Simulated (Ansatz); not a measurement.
```xyz
10

C    -1.4012   -0.4361    1.4754
C    -0.2456   -0.1277    0.8998
Cl    0.7342    1.1555    1.5444
S     0.4191   -1.0586   -0.4189
C     0.9709    0.2262   -1.5500
H    -1.7284    0.0572    2.3813
H    -2.0260   -1.2070    1.0433
H     0.1314    0.8185   -1.9131
H     1.4341   -0.2959   -2.3877
H     1.7115    0.8678   -1.0745
```

Total charge 0; spin multiplicity 1.

(1) List the B3LYP/def2-TZVPP orbital energies in eV (Ansatz 0.2.0). (Estimate.)

Results:

(1) Computed: Occupied: -2762.82, -2418.27, -279.20, -277.66, -277.15, -257.53, -216.24, -196.62, -196.39, -196.38, -160.82, -160.72, -160.56, -24.32, -21.81, -20.54, -18.05, -14.92, -13.21, -12.71, -12.04, -11.56, -11.03, -10.08, -9.44, -8.62, -7.63, -6.46. Lowest empty: -0.80, 0.22, 1.04, 1.54, 1.62, 2.33, 2.73, 2.89.

B3LYP here is the variant with VWN-RPA as its local correlation; programs differ in this.
